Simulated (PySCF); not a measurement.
This PySCF input asks for the NMR shieldings of `CCCN(C)N`, C4H12N2; the geometry comes from GFN2-xTB.

```python
import basis_set_exchange as bse
import numpy as np
from pyscf import gto, dft
from pyscf.prop import nmr

atoms = """
C     2.079624   -0.052150    0.703520
C     1.292347   -0.398943   -0.553125
C     0.010497    0.424981   -0.658776
N    -0.851854    0.265607    0.505862
C    -1.490367   -1.032540    0.562225
N    -1.854875    1.264120    0.587713
H     1.463660   -0.218700    1.582256
H     2.974043   -0.666457    0.775314
H     2.378402    0.993518    0.688575
H     1.898758   -0.197786   -1.439177
H     1.051042   -1.462625   -0.555273
H    -0.524226    0.161421   -1.592267
H     0.284127    1.484630   -0.716290
H    -0.737645   -1.798683    0.728668
H    -2.182202   -1.026054    1.400548
H    -2.048032   -1.269267   -0.357479
H    -2.340034    1.392608   -0.307377
H    -1.412025    2.142638    0.839147
"""
names = dict.fromkeys(["C", "N", "H"], "pcSseg-1")
basis = {el: gto.basis.parse(bse.get_basis(n, elements=[el], fmt="nwchem")) for el, n in names.items()}
mol = gto.M(atom=atoms, basis=basis, charge=0, verbose=0)
mf = dft.RKS(mol, xc="PBE0")
mf.grids.level = 2
mf.grids.alignment = dft.numint.BLKSIZE   # the property module wants whole blocks of grid points
mf.conv_tol = 1e-9
mf.kernel()

calc = nmr.RKS(mf)   # GIAO
C = mf.mo_coeff
Co = C[:, mf.mo_occ > 0]
resp = mf.gen_response(singlet=True, hermi=2)
def vind(x):   # induced exchange potential for any number of trial vectors
    d = np.einsum("pi,xij,qj->xpq", C, 2 * x.reshape(-1, C.shape[1], Co.shape[1]), Co, optimize=True)
    return np.einsum("xpq,pi,qj->xij", resp(d - d.transpose(0, 2, 1)), C, Co, optimize=True).ravel()
mo1, _ = nmr.rhf.solve_mo1(calc, with_cphf=vind)
sigma = calc.kernel(mo1)
for i, s in enumerate(sigma):   # ppm
    w = np.linalg.eigvalsh((s + s.T) / 2)
    print("%2d %-2s iso %8.1f  s11 %8.1f  s22 %8.1f  s33 %8.1f" % (i, mol.atom_pure_symbol(i), w.mean(), *w))
```

Question: What are the results?

Answer: 
```
 0 C  iso    173.6  s11    159.5  s22    174.6  s33    186.6
 1 C  iso    161.6  s11    151.9  s22    161.3  s33    171.5
 2 C  iso    116.1  s11     89.4  s22    104.0  s33    154.8
 3 N  iso    186.2  s11    140.7  s22    172.7  s33    245.1
 4 C  iso    142.1  s11    112.0  s22    129.0  s33    185.4
 5 N  iso    150.8  s11     82.4  s22    128.1  s33    241.8
 6 H  iso     30.0  s11     24.4  s22     30.9  s33     34.5
 7 H  iso     30.8  s11     26.2  s22     27.9  s33     38.3
 8 H  iso     31.1  s11     27.1  s22     28.8  s33     37.4
 9 H  iso     30.4  s11     25.4  s22     28.7  s33     37.0
10 H  iso     30.4  s11     26.2  s22     29.9  s33     35.0
11 H  iso     29.5  s11     26.1  s22     29.4  s33     32.9
12 H  iso     29.3  s11     25.1  s22     29.4  s33     33.4
13 H  iso     29.1  s11     24.0  s22     28.3  s33     34.9
14 H  iso     28.8  s11     24.8  s22     26.4  s33     35.2
15 H  iso     30.2  s11     27.2  s22     27.4  s33     36.0
16 H  iso     29.5  s11     25.2  s22     26.3  s33     37.0
17 H  iso     28.6  s11     22.4  s22     25.9  s33     37.4
```

These numbers come from an equivalent density-fitted implementation of the same equations, which agrees with the script to about 0.01 ppm for H and up to a few tenths of a ppm for heavy atoms, so last digits may differ.

Question: Turn these shieldings into chemical shifts. Scale: ¹³C (σref 186.93) and ¹H (σref 31.72) against TMS; ¹⁵N (σref 267.73) against NH3 (reference shieldings calculated alike).

Answer: Averaging equivalent atoms: C 2: 70.9; C 4: 44.8; C 1: 25.4; C 0: 13.4; N 5: 116.9; N 3: 81.6; H 16/17: 2.69; H 13/14/15: 2.34; H 11/12: 2.33; H 9/10: 1.34; H 6/7/8: 1.09 ppm. Experimental scales use liquid or dissolved standards, which lie at an offset from isolated NH3 (liquid NH3: subtract about 20 ppm).

Size and cost of the density-fitted run: 162 basis functions, 19 s wall time on 1 thread of an Arm Neoverse V1, shared host.
